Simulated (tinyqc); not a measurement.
Starting guesses with plain Roothaan steps: SCF starting guesses in the sto-6g basis, for LiH, spin multiplicity 1. Computed by the program tinyqc with PySCF. RHF with one setting changed at a time; a run stops when the energy changes by less than 1e-09 hartree and the error matrix is below 1e-5. Starts: the lowest orbitals of the core Hamiltonian, of the Wolfsberg-Helmholz matrix (K = 1.75), projected atomic densities, random orbitals, and the highest orbitals of the core Hamiltonian (a deliberately bad start).

Geometry (angstrom):
```
atom       x       y       z
Li    0.0000  0.0000  0.0000
H     0.0000  0.0000  1.7670
```

lowest restricted solution found by these runs and by PySCF = -7.942320 hartree

Largest element of the error matrix X^T (FDS - SDF) X:
```
iteration     core  Wolfsberg-Helmholz  atomic densities   random  highest core orbitals
1          1.9e-01             6.7e-02           1.4e-01  1.7e+00                1.1e-01
2          2.4e-02             2.4e-02           7.9e-02  1.3e-01                2.0e-01
3          5.5e-03             1.4e-02           1.5e-02  2.0e-02                1.9e-01
4          2.8e-03             7.6e-03           6.2e-03  9.3e-03                2.2e-02
5          1.5e-03             4.1e-03           3.2e-03  4.3e-03                7.6e-03
6          8.1e-04             2.2e-03           1.7e-03  1.9e-03                3.8e-03
8          2.3e-04             6.4e-04           4.8e-04  4.0e-04                1.1e-03
10         6.6e-05             1.8e-04           1.4e-04  8.1e-05                3.0e-04
14         5.3e-06             1.5e-05           1.1e-05  3.4e-06                2.4e-05
```

How each run ends:
```
run                    iterations  E (hartree)         state
core                           14    -7.942320  lowest found
Wolfsberg-Helmholz             15    -7.942320  lowest found
atomic densities               15    -7.942320  lowest found
random                         14    -7.942320  lowest found
highest core orbitals          16    -7.942320  lowest found
```

What does the comparison show, and why?

5 of 5 runs reach the lowest restricted solution found, in 14 to 16 iterations (fastest: core, random). The first errors are 2e-01, 7e-02, 1e-01, 2e+00, 1e-01.
